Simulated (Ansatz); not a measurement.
Molecular dynamics of C₂H₄N, charge -1

Input file:

```yaml
crystal:
  periodic: [false, false, false]
  atoms:
    - { symbol: C, position_ang: [-0.657564, 0.370032, -0.264917] }
    - { symbol: C, position_ang: [0.110269, -0.524388, 0.731023] }
    - { symbol: "N", position_ang: [1.278134, -0.832409, 0.100123] }
    - { symbol: H, position_ang: [-1.101327, 1.188131, 0.344619] }
    - { symbol: H, position_ang: [-0.034006, 0.825628, -1.094264] }
    - { symbol: H, position_ang: [-1.462836, -0.160244, -0.761562] }
    - { symbol: H, position_ang: [1.684744, -1.393882, 0.888492] }
total_charge: -1
basis:
  gaussian: { orbitals: "6-31G" }
hamiltonian:
  xc: pbe0
md:
  timestep: 0.5
  n_steps: 166
  ensemble: nve
  temperature: 500.0
  initial_velocities: maxwell_boltzmann
  seed: 768118
```

Launched with:

```bash
$ ansatz run input.yaml --threads 1 --pin off --max-ram 2048MiB --backend cpu --events-out ev --progress --plain --runs-dir out
```

It goes on from the last frame of an earlier run, with new velocities.

Output, in part (one step line in 2, the closing report, with atoms numbered from 0):

```
md step     0: t =     0.00 fs  T =   500.0 K  F+E_penalty+E_count = -3620.43695737 eV  E_kin = 0.323150 eV  conserved = -3620.11380737 eV  (22 SCF iters)
md step     2: t =     1.00 fs  T =   440.6 K  F+E_penalty+E_count = -3620.39853188 eV  E_kin = 0.284765 eV  conserved = -3620.11376720 eV  (25 SCF iters)
md step     4: t =     2.00 fs  T =   376.4 K  F+E_penalty+E_count = -3620.35685358 eV  E_kin = 0.243249 eV  conserved = -3620.11360468 eV  (25 SCF iters)
md step     6: t =     3.00 fs  T =   323.5 K  F+E_penalty+E_count = -3620.32242399 eV  E_kin = 0.209062 eV  conserved = -3620.11336177 eV  (24 SCF iters)
md step     8: t =     4.00 fs  T =   304.7 K  F+E_penalty+E_count = -3620.31017321 eV  E_kin = 0.196935 eV  conserved = -3620.11323796 eV  (24 SCF iters)
md step    10: t =     5.00 fs  T =   332.0 K  F+E_penalty+E_count = -3620.32790371 eV  E_kin = 0.214550 eV  conserved = -3620.11335407 eV  (24 SCF iters)
md step    12: t =     6.00 fs  T =   395.2 K  F+E_penalty+E_count = -3620.36905469 eV  E_kin = 0.255423 eV  conserved = -3620.11363212 eV  (23 SCF iters)
md step    14: t =     7.00 fs  T =   469.1 K  F+E_penalty+E_count = -3620.41705886 eV  E_kin = 0.303170 eV  conserved = -3620.11388857 eV  (25 SCF iters)
md step    16: t =     8.00 fs  T =   529.7 K  F+E_penalty+E_count = -3620.45630143 eV  E_kin = 0.342315 eV  conserved = -3620.11398629 eV  (24 SCF iters)
md step    18: t =     9.00 fs  T =   567.3 K  F+E_penalty+E_count = -3620.48056464 eV  E_kin = 0.366645 eV  conserved = -3620.11391941 eV  (23 SCF iters)
md step    20: t =    10.00 fs  T =   586.6 K  F+E_penalty+E_count = -3620.49299441 eV  E_kin = 0.379143 eV  conserved = -3620.11385160 eV  (25 SCF iters)
md step    22: t =    11.00 fs  T =   591.6 K  F+E_penalty+E_count = -3620.49633002 eV  E_kin = 0.382381 eV  conserved = -3620.11394951 eV  (25 SCF iters)
md step    24: t =    12.00 fs  T =   572.4 K  F+E_penalty+E_count = -3620.48405108 eV  E_kin = 0.369961 eV  conserved = -3620.11409050 eV  (24 SCF iters)
md step    26: t =    13.00 fs  T =   516.6 K  F+E_penalty+E_count = -3620.44783981 eV  E_kin = 0.333865 eV  conserved = -3620.11397465 eV  (26 SCF iters)
md step    28: t =    14.00 fs  T =   434.4 K  F+E_penalty+E_count = -3620.39434070 eV  E_kin = 0.280763 eV  conserved = -3620.11357787 eV  (26 SCF iters)
md step    30: t =    15.00 fs  T =   360.6 K  F+E_penalty+E_count = -3620.34629921 eV  E_kin = 0.233062 eV  conserved = -3620.11323756 eV  (26 SCF iters)
md step    32: t =    16.00 fs  T =   325.6 K  F+E_penalty+E_count = -3620.32364875 eV  E_kin = 0.210448 eV  conserved = -3620.11320095 eV  (26 SCF iters)
md step    34: t =    17.00 fs  T =   333.7 K  F+E_penalty+E_count = -3620.32905848 eV  E_kin = 0.215682 eV  conserved = -3620.11337650 eV  (25 SCF iters)
md step    36: t =    18.00 fs  T =   369.4 K  F+E_penalty+E_count = -3620.35231922 eV  E_kin = 0.238746 eV  conserved = -3620.11357345 eV  (26 SCF iters)
md step    38: t =    19.00 fs  T =   414.8 K  F+E_penalty+E_count = -3620.38175165 eV  E_kin = 0.268072 eV  conserved = -3620.11367955 eV  (25 SCF iters)
md step    40: t =    20.00 fs  T =   460.6 K  F+E_penalty+E_count = -3620.41136140 eV  E_kin = 0.297681 eV  conserved = -3620.11368070 eV  (24 SCF iters)
md step    42: t =    21.00 fs  T =   506.6 K  F+E_penalty+E_count = -3620.44114063 eV  E_kin = 0.327440 eV  conserved = -3620.11370065 eV  (25 SCF iters)
md step    44: t =    22.00 fs  T =   549.9 K  F+E_penalty+E_count = -3620.46927145 eV  E_kin = 0.355370 eV  conserved = -3620.11390118 eV  (25 SCF iters)
md step    46: t =    23.00 fs  T =   571.1 K  F+E_penalty+E_count = -3620.48329712 eV  E_kin = 0.369090 eV  conserved = -3620.11420678 eV  (25 SCF iters)
md step    48: t =    24.00 fs  T =   542.9 K  F+E_penalty+E_count = -3620.46516491 eV  E_kin = 0.350859 eV  conserved = -3620.11430551 eV  (24 SCF iters)
md step    50: t =    25.00 fs  T =   456.9 K  F+E_penalty+E_count = -3620.40931078 eV  E_kin = 0.295300 eV  conserved = -3620.11401049 eV  (25 SCF iters)
md step    52: t =    26.00 fs  T =   340.7 K  F+E_penalty+E_count = -3620.33367923 eV  E_kin = 0.220206 eV  conserved = -3620.11347324 eV  (24 SCF iters)
md step    54: t =    27.00 fs  T =   244.2 K  F+E_penalty+E_count = -3620.27084262 eV  E_kin = 0.157797 eV  conserved = -3620.11304547 eV  (25 SCF iters)
md step    56: t =    28.00 fs  T =   207.3 K  F+E_penalty+E_count = -3620.24696780 eV  E_kin = 0.134000 eV  conserved = -3620.11296730 eV  (23 SCF iters)
md step    58: t =    29.00 fs  T =   238.4 K  F+E_penalty+E_count = -3620.26728110 eV  E_kin = 0.154100 eV  conserved = -3620.11318146 eV  (25 SCF iters)
md step    60: t =    30.00 fs  T =   318.3 K  F+E_penalty+E_count = -3620.31914779 eV  E_kin = 0.205700 eV  conserved = -3620.11344823 eV  (25 SCF iters)
md step    62: t =    31.00 fs  T =   421.8 K  F+E_penalty+E_count = -3620.38621516 eV  E_kin = 0.272607 eV  conserved = -3620.11360768 eV  (24 SCF iters)
md step    64: t =    32.00 fs  T =   532.5 K  F+E_penalty+E_count = -3620.45791390 eV  E_kin = 0.344178 eV  conserved = -3620.11373567 eV  (24 SCF iters)
md step    66: t =    33.00 fs  T =   636.4 K  F+E_penalty+E_count = -3620.52533251 eV  E_kin = 0.411334 eV  conserved = -3620.11399861 eV  (24 SCF iters)
md step    68: t =    34.00 fs  T =   708.5 K  F+E_penalty+E_count = -3620.57223961 eV  E_kin = 0.457907 eV  conserved = -3620.11433241 eV  (24 SCF iters)
md step    70: t =    35.00 fs  T =   718.3 K  F+E_penalty+E_count = -3620.57870688 eV  E_kin = 0.464238 eV  conserved = -3620.11446839 eV  (24 SCF iters)
md step    72: t =    36.00 fs  T =   652.8 K  F+E_penalty+E_count = -3620.53616312 eV  E_kin = 0.421896 eV  conserved = -3620.11426729 eV  (24 SCF iters)
md step    74: t =    37.00 fs  T =   529.3 K  F+E_penalty+E_count = -3620.45591715 eV  E_kin = 0.342081 eV  conserved = -3620.11383605 eV  (24 SCF iters)
md step    76: t =    38.00 fs  T =   386.8 K  F+E_penalty+E_count = -3620.36339055 eV  E_kin = 0.249986 eV  conserved = -3620.11340415 eV  (23 SCF iters)
md step    78: t =    39.00 fs  T =   265.1 K  F+E_penalty+E_count = -3620.28452016 eV  E_kin = 0.171362 eV  conserved = -3620.11315798 eV  (24 SCF iters)
md step    80: t =    40.00 fs  T =   188.0 K  F+E_penalty+E_count = -3620.23460850 eV  E_kin = 0.121496 eV  conserved = -3620.11311283 eV  (25 SCF iters)
md step    82: t =    41.00 fs  T =   161.2 K  F+E_penalty+E_count = -3620.21728792 eV  E_kin = 0.104161 eV  conserved = -3620.11312741 eV  (25 SCF iters)
md step    84: t =    42.00 fs  T =   184.6 K  F+E_penalty+E_count = -3620.23240748 eV  E_kin = 0.119312 eV  conserved = -3620.11309537 eV  (25 SCF iters)
md step    86: t =    43.00 fs  T =   260.7 K  F+E_penalty+E_count = -3620.28159678 eV  E_kin = 0.168468 eV  conserved = -3620.11312887 eV  (25 SCF iters)
md step    88: t =    44.00 fs  T =   384.2 K  F+E_penalty+E_count = -3620.36174929 eV  E_kin = 0.248324 eV  conserved = -3620.11342568 eV  (24 SCF iters)
md step    90: t =    45.00 fs  T =   527.1 K  F+E_penalty+E_count = -3620.45457359 eV  E_kin = 0.340648 eV  conserved = -3620.11392544 eV  (25 SCF iters)
md step    92: t =    46.00 fs  T =   643.7 K  F+E_penalty+E_count = -3620.53037134 eV  E_kin = 0.416030 eV  conserved = -3620.11434115 eV  (25 SCF iters)
md step    94: t =    47.00 fs  T =   696.3 K  F+E_penalty+E_count = -3620.56448777 eV  E_kin = 0.450008 eV  conserved = -3620.11448005 eV  (25 SCF iters)
md step    96: t =    48.00 fs  T =   672.6 K  F+E_penalty+E_count = -3620.54905591 eV  E_kin = 0.434712 eV  conserved = -3620.11434343 eV  (24 SCF iters)
md step    98: t =    49.00 fs  T =   586.4 K  F+E_penalty+E_count = -3620.49307018 eV  E_kin = 0.379015 eV  conserved = -3620.11405486 eV  (24 SCF iters)
md step   100: t =    50.00 fs  T =   465.4 K  F+E_penalty+E_count = -3620.41455216 eV  E_kin = 0.300776 eV  conserved = -3620.11377643 eV  (24 SCF iters)
md step   102: t =    51.00 fs  T =   336.3 K  F+E_penalty+E_count = -3620.33091201 eV  E_kin = 0.217336 eV  conserved = -3620.11357619 eV  (24 SCF iters)
md step   104: t =    52.00 fs  T =   219.7 K  F+E_penalty+E_count = -3620.25534770 eV  E_kin = 0.141984 eV  conserved = -3620.11336365 eV  (24 SCF iters)
md step   106: t =    53.00 fs  T =   137.6 K  F+E_penalty+E_count = -3620.20197340 eV  E_kin = 0.088905 eV  conserved = -3620.11306805 eV  (24 SCF iters)
md step   108: t =    54.00 fs  T =   117.6 K  F+E_penalty+E_count = -3620.18890403 eV  E_kin = 0.076030 eV  conserved = -3620.11287408 eV  (25 SCF iters)
md step   110: t =    55.00 fs  T =   176.5 K  F+E_penalty+E_count = -3620.22715031 eV  E_kin = 0.114096 eV  conserved = -3620.11305392 eV  (25 SCF iters)
md step   112: t =    56.00 fs  T =   296.9 K  F+E_penalty+E_count = -3620.30541746 eV  E_kin = 0.191856 eV  conserved = -3620.11356195 eV  (24 SCF iters)
md step   114: t =    57.00 fs  T =   431.2 K  F+E_penalty+E_count = -3620.39276789 eV  E_kin = 0.278700 eV  conserved = -3620.11406812 eV  (23 SCF iters)
md step   116: t =    58.00 fs  T =   531.8 K  F+E_penalty+E_count = -3620.45798279 eV  E_kin = 0.343677 eV  conserved = -3620.11430599 eV  (25 SCF iters)
md step   118: t =    59.00 fs  T =   575.3 K  F+E_penalty+E_count = -3620.48607112 eV  E_kin = 0.371833 eV  conserved = -3620.11423829 eV  (24 SCF iters)
md step   120: t =    60.00 fs  T =   567.6 K  F+E_penalty+E_count = -3620.48086043 eV  E_kin = 0.366845 eV  conserved = -3620.11401563 eV  (25 SCF iters)
md step   122: t =    61.00 fs  T =   529.0 K  F+E_penalty+E_count = -3620.45570854 eV  E_kin = 0.341865 eV  conserved = -3620.11384304 eV  (24 SCF iters)
md step   124: t =    62.00 fs  T =   475.4 K  F+E_penalty+E_count = -3620.42104816 eV  E_kin = 0.307239 eV  conserved = -3620.11380894 eV  (24 SCF iters)
md step   126: t =    63.00 fs  T =   410.8 K  F+E_penalty+E_count = -3620.37927118 eV  E_kin = 0.265472 eV  conserved = -3620.11379944 eV  (24 SCF iters)
md step   128: t =    64.00 fs  T =   336.9 K  F+E_penalty+E_count = -3620.33138082 eV  E_kin = 0.217731 eV  conserved = -3620.11364942 eV  (24 SCF iters)
md step   130: t =    65.00 fs  T =   267.4 K  F+E_penalty+E_count = -3620.28623579 eV  E_kin = 0.172839 eV  conserved = -3620.11339650 eV  (25 SCF iters)
md step   132: t =    66.00 fs  T =   225.0 K  F+E_penalty+E_count = -3620.25861927 eV  E_kin = 0.145387 eV  conserved = -3620.11323223 eV  (25 SCF iters)
md step   134: t =    67.00 fs  T =   224.6 K  F+E_penalty+E_count = -3620.25844971 eV  E_kin = 0.145187 eV  conserved = -3620.11326276 eV  (25 SCF iters)
md step   136: t =    68.00 fs  T =   263.4 K  F+E_penalty+E_count = -3620.28374134 eV  E_kin = 0.170263 eV  conserved = -3620.11347795 eV  (25 SCF iters)
md step   138: t =    69.00 fs  T =   321.5 K  F+E_penalty+E_count = -3620.32146701 eV  E_kin = 0.207756 eV  conserved = -3620.11371077 eV  (25 SCF iters)
md step   140: t =    70.00 fs  T =   377.5 K  F+E_penalty+E_count = -3620.35777701 eV  E_kin = 0.243999 eV  conserved = -3620.11377818 eV  (25 SCF iters)
md step   142: t =    71.00 fs  T =   425.0 K  F+E_penalty+E_count = -3620.38839023 eV  E_kin = 0.274646 eV  conserved = -3620.11374374 eV  (24 SCF iters)
md step   144: t =    72.00 fs  T =   466.5 K  F+E_penalty+E_count = -3620.41531870 eV  E_kin = 0.301528 eV  conserved = -3620.11379067 eV  (24 SCF iters)
md step   146: t =    73.00 fs  T =   499.0 K  F+E_penalty+E_count = -3620.43644675 eV  E_kin = 0.322500 eV  conserved = -3620.11394700 eV  (24 SCF iters)
md step   148: t =    74.00 fs  T =   510.3 K  F+E_penalty+E_count = -3620.44384803 eV  E_kin = 0.329826 eV  conserved = -3620.11402215 eV  (24 SCF iters)
md step   150: t =    75.00 fs  T =   495.8 K  F+E_penalty+E_count = -3620.43427772 eV  E_kin = 0.320411 eV  conserved = -3620.11386703 eV  (25 SCF iters)
md step   152: t =    76.00 fs  T =   468.7 K  F+E_penalty+E_count = -3620.41660196 eV  E_kin = 0.302928 eV  conserved = -3620.11367377 eV  (23 SCF iters)
md step   154: t =    77.00 fs  T =   444.8 K  F+E_penalty+E_count = -3620.40116632 eV  E_kin = 0.287480 eV  conserved = -3620.11368666 eV  (24 SCF iters)
md step   156: t =    78.00 fs  T =   423.1 K  F+E_penalty+E_count = -3620.38720720 eV  E_kin = 0.273456 eV  conserved = -3620.11375143 eV  (25 SCF iters)
md step   158: t =    79.00 fs  T =   397.8 K  F+E_penalty+E_count = -3620.37074448 eV  E_kin = 0.257087 eV  conserved = -3620.11365749 eV  (25 SCF iters)
md step   160: t =    80.00 fs  T =   375.5 K  F+E_penalty+E_count = -3620.35618225 eV  E_kin = 0.242680 eV  conserved = -3620.11350229 eV  (25 SCF iters)
md step   162: t =    81.00 fs  T =   369.1 K  F+E_penalty+E_count = -3620.35197279 eV  E_kin = 0.238522 eV  conserved = -3620.11345052 eV  (24 SCF iters)
md step   164: t =    82.00 fs  T =   383.2 K  F+E_penalty+E_count = -3620.36119448 eV  E_kin = 0.247663 eV  conserved = -3620.11353116 eV  (24 SCF iters)
md step   166: t =    83.00 fs  T =   410.5 K  F+E_penalty+E_count = -3620.37900162 eV  E_kin = 0.265302 eV  conserved = -3620.11369927 eV  (23 SCF iters)
Total energy: -3620.37901803 eV, -133.0464749315 hartree
Atom 0 at    -0.667721     0.411679    -0.267406 Å, force    -2.066705    -0.917646     0.246923 eV/Å
Atom 1 at     0.064484    -0.635757     0.631212 Å, force     1.225797     0.835410    -0.906724 eV/Å
Atom 2 at     1.341262    -0.789794     0.168504 Å, force    -1.306746    -0.233818     1.775056 eV/Å
Atom 3 at    -0.637808     1.383086     0.253588 Å, force     0.127792     0.061854    -0.133396 eV/Å
Atom 4 at    -0.433895     0.534200    -1.337964 Å, force     0.696239     0.134439    -0.139276 eV/Å
Atom 5 at    -1.762657     0.112312    -0.265530 Å, force     0.620322     0.396229     0.034293 eV/Å
Atom 6 at     1.710310    -1.331347     0.995954 Å, force     0.703302    -0.276468    -0.876876 eV/Å
Dipole moment:    -0.220110     0.287616    -0.132256 e Å
```

The run went to its last step. The conserved energy stayed within 0.13 meV per atom of its start (net change 0.015 meV per atom), so the integration is sound. A run of 0.083 ps of so small a system gives no equilibrium averages. Limits of this set-up: no polarisation functions, an anion without diffuse functions, the dipole of an ion depends on the origin.

The same pairs are bonded in the first frame and the last. Pairs count as bonded within 1.25 times the sum of covalent radii (0.12 Å more for H–H).

Last frame:

```xyz
7
Properties=species:S:1:pos:R:3
C -0.668 0.412 -0.267
C 0.065 -0.636 0.631
N 1.341 -0.790 0.169
H -0.638 1.383 0.254
H -0.434 0.534 -1.338
H -1.763 0.112 -0.266
H 1.710 -1.331 0.996
```

The run took 2.4 min on 1 thread of Arm Neoverse V2, with other jobs on the host, peak memory 0.18 GiB.
